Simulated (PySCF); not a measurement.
# Ionisation energy of F by level of theory

F [He] 2s2 2p5 (2P) → F⁺ [He] 2s2 2p4 (3P), as a difference of total energies. Calculation: PySCF 2.14, in aug-cc-pVTZ with one added diffuse shell each of s, p, d, f type (6s5p4d3f, 62 functions); the non-relativistic Hamiltonian (point nucleus). Correlated levels: valence: 1s2 frozen. The calculations carry no spin-orbit coupling.

```csv
method,ionisation energy (eV),error (eV)
UHF,15.671,-1.756
MP2 (valence),17.312,-0.115
SCS-MP2 (valence),17.299,-0.128
CCSD (valence),17.204,-0.223
CCSD(T) (valence),17.264,-0.163
```

Reference: 17.427 eV (measured; NIST levels, between the centres of gravity of the two terms).

Errors of the correlated levels include the incompleteness of this basis and the frozen core.
